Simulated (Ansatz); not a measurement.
`CC(O)(F)F` → 2 C• + 2 F• + 4 H• + O•  (atomization)

Calculated with Ansatz (gas phase, PBE0-D4/def2-TZVP geometries, no zero-point term in ΔE). CCSD(T)/CBS adds triple-zeta CCSD(T) − MP2 to the extrapolated MP2 energy (def2 sets, frozen cores). This one scheme is used for every species, atoms too. Functionals use def2-TZVPP. No spin–orbit coupling; open shells (•) take unrestricted orbitals. Spin–orbit coupling would lower the free atoms: a little for C, F, O. Each species was taken in one conformer, which may not be the lowest.

Problem. What is ΔE at CCSD(T)/CBS? (Best estimate.)

Solution. Ansatz gave: +853.8 kcal/mol.

Problem. What do these levels give: r2SCAN-D4, B97M-V, ωB97X-V, PBE0, CCSD/def2-TZVPP, CCSD/CBS(def2)? (Best estimate.)

Solution. Computed: r2SCAN-D4 857.3, B97M-V 852.4, ωB97X-V 855.2, PBE0 853.1, CCSD/def2-TZVPP 817.0, CCSD/CBS(def2) 839.4 kcal/mol.

Largest T1 diagnostic among the species: 0.011.

The D4 term adds +4.7 kcal/mol with B3LYP and +2.4 kcal/mol with PBE0; it sums over pairs of atoms, weighted by their polarisabilities, and B3LYP, whose exchange is more repulsive, gets the larger term. At CCSD(T), def2-SVP lies −40.2 kcal/mol from the extrapolated value and def2-TZVPP −22.4 kcal/mol: correlation converges slowly with the basis, and small sets miss more of it in the bonded molecule than in its fragments.

B3LYP here is the variant with VWN-RPA as its local correlation; programs differ in this.

For atomizations the MP2-based limit and the directly extrapolated one differ by several kJ/mol either way, and by 10 to 25 for some Ge, Se and Sn compounds, so smaller differences from it don't rank the levels.
